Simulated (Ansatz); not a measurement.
A nudged elastic band was laid between two geometries of C₄H₈O (13 atoms, charge 0, multiplicity 1).

The calculation used Ansatz 0.2.0, RKS revPBE/6-31G*.

```json
{
  "movable images": "5",
  "climbing image": "yes",
  "spring": "5.0 eV/Å²",
  "optimiser": "quadratic models (default)",
  "start path": "through a guess of the saddle point",
  "force threshold": "0.05 eV/Å",
  "iteration limit": "60",
  "end points": "relaxed"
}
```

Initial state:

```xyz
13
Properties=species:S:1:pos:R:3
C -0.580 -0.506 1.328
C 0.305 0.213 0.307
C 0.882 -0.598 -0.886
O 0.365 0.360 -1.857
C -0.375 1.054 -0.809
H 0.011 -1.201 1.951
H -1.071 0.214 2.007
H -1.372 -1.092 0.827
H 1.093 0.789 0.823
H 1.983 -0.695 -0.948
H 0.426 -1.603 -1.014
H -0.176 2.143 -0.815
H -1.469 0.888 -0.898
```

Final state:

```xyz
13
Properties=species:S:1:pos:R:3
C -0.612 -0.624 1.337
C 0.225 0.316 0.448
C 0.809 -0.348 -0.807
O 0.097 0.409 -1.887
C -0.512 1.428 -0.375
H 0.011 -1.380 1.854
H -1.141 -0.046 2.117
H -1.377 -1.155 0.739
H 1.026 0.770 1.067
H 1.900 -0.262 -0.946
H 0.511 -1.399 -0.947
H 0.663 1.170 -2.132
H -1.579 1.088 -0.452
```

Q: What changes between the two ends?

A: Bonds broken: O4–C5, C5–H12. Bonds formed: O4–H12.

Q: What energy profile does the band end with?

A: The run converged. The highest image is number 6 of 0 to 6, 3.48 eV above the first end and 0.00 eV above the last; the last end lies 3.48 eV above the first. The highest image is an end point: on this band no image between the ends rises above it. The orbitals stay closed-shell, which can raise the energy where a bond breaks towards radicals; this wasn't checked here.

| image | path coordinate (Å) | energy (eV) | O4–C5 (Å) | C5–H12 (Å) | O4–H12 (Å) |
| --- | --- | --- | --- | --- | --- |
| 0 | 0.00 | 0.00 | 1.46 | 1.11 | 2.13 |
| 1 | 0.83 | 0.01 | 1.46 | 1.11 | 2.13 |
| 2 | 1.66 | 0.21 | 1.47 | 1.10 | 2.02 |
| 3 | 2.49 | 2.99 | 1.72 | 1.27 | 1.39 |
| 4 | 3.31 | 3.47 | 1.95 | 2.14 | 0.98 |
| 5 | 4.14 | 3.48 | 1.92 | 2.13 | 0.98 |
| 6 | 4.20 | 3.48 | 1.92 | 2.13 | 0.98 |

The run took 4.4 min on 2 threads of Arm Neoverse V2 (shared host), peak memory 0.18 GiB.
